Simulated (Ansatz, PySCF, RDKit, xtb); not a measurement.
**Solving Si2H3O+, step by step**

Only the formula Si2H3O+ is given (charge +1). Aim: find the structure of lowest free energy at 298.15 K, then its properties.

The funnel: GFN2-xTB relaxations, single points with a density functional, relaxations at r2SCAN-D4/def2-TZVP, harmonic vibrations, and a last energy at a higher level. All values are calculated.

7 further runs of the same task are left out: 7 set aside as unsound or not needed.

### 1 Possible bonding patterns

A program enumerates the bonding patterns with one Lewis structure each (two rings at most, one unusual centre or charged pair), with their diastereomers. O–O, O–halogen and N–halogen bonds and N–N–N chains are not drawn. That gives 15 candidates.

c002 [OH+]1[Si][SiH2]1 (triplet); c065 [OH2+][SiH]=[Si]; c105 O[SiH]=[SiH+]; c107 [SiH]O[SiH2+] (triplet); c251 [OH2+][SiH]=[Si] (triplet); c328 O1[SiH+][SiH2]1; c337 [OH+]1[SiH]=[SiH]1; c371 O[Si+]=[SiH2]; c404 [Si]=[O+][SiH3] (triplet); c500 [SiH]O[SiH2+]; c512 [Si]=[O+][SiH3]; c573 O=[Si+][SiH3]; c616 [OH+]1[Si][SiH2]1; c716 O=[SiH][SiH2+]; c859 [OH2+][Si]#[SiH].

Candidates are built by distance geometry, with a force field where one applies, in up to four conformers (letters a to d). 6 starts with atoms placed at random are added, to find patterns that the rules miss.

**Question.** With final energies at CCSD(T)/def2-TZVPP, which structure will this search put lowest in free energy, and by what margin?

| quantity | value |
| --- | --- |
| lowest structure found | [Si]=[O+][SiH3], singlet, C3v |
| next finalist | [SiH]O[SiH2+], singlet, 38.2 kcal/mol higher in G |
| share at equilibrium, among the finalists | 100.0 % |
| harmonic wavenumbers, lowest and highest (r2SCAN-D4/def2-TZVP) | 153 and 2320 cm⁻¹ |
| rotational constants, same geometry | 2.729, 0.1006 cm⁻¹ |
| HOMO energy (PBE0/def2-TZVPD) | -14.49 eV |
| LUMO energy (PBE0/def2-TZVPD) | -8.14 eV |
| HOMO–LUMO gap (PBE0/def2-TZVPD) | 6.35 eV |
| lowest excitation (TD-PBE0/def2-SVPD) | 5.26 eV (f = 0.000) |
| lowest triplet excitation, same level, Tamm-Dancoff | 4.36 eV |
| vertical ionisation energy | 16.95 eV |
| vertical recombination energy (electron added) | 6.03 eV |
| vertical triplet less singlet | +4.41 eV |

The lowest structure found is `[Si]=[O+][SiH3]`. Among the finalists first place is clear (38.2 kcal/mol); structures outside the list aren't covered. GFN2-xTB, HF/STO-3G, r2SCAN-D4/def2-SVP, r2SCAN-D4/def2-TZVP, HF/def2-TZVPP and MP2/def2-TZVPP already put its bonding pattern lowest among the structures in one piece. A large T1 diagnostic among the finalists warns that one reference determinant may not suffice. It concerns: the finalist O=[Si+][SiH3] (singlet). The search is not exhaustive (a finite list of starts, one conformer a finalist), so a lower isomer can't be ruled out. Patterns outside the rules of the enumeration were met only by chance.
